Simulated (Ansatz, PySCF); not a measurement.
For antifluorite Mg₂Si, B3LYP (VWN-RPA form) (PAW; Ansatz, a program for electronic structure) gives:

* **lattice constant a**: 6.364 Å
* **bulk modulus B0**: 55.0 GPa
* **cohesive energy**: 2.18 eV/atom

### Question
What does MP2 (PySCF, GTH pseudopotentials, Gaussian basis) give for the same quantities?

### Answer

- lattice constant a: 6.353 Å (drops by 0.2 %)
- bulk modulus: 56.8 GPa (rises by 3.3 %)
- cohesive energy: 3.18 eV/atom (rises by 1.00 eV/atom)

For comparison: bulk modulus 55 GPa (measured, temperature not stated, no zero-point or thermal correction, our sources range from 47.0 to 55.0; as tabulated in Råsander and Moram (2015), arXiv:1505.02379).

Changes are worked out from the printed values.

Unless a cell is named, each level is at its own relaxed cell (B3LYP (VWN-RPA form) 21.48, MP2 21.37 Å³/atom).

Ansatz's density-functional and Hartree–Fock values are scalar-relativistic unless marked +SOC, with PAW data made under PBE.
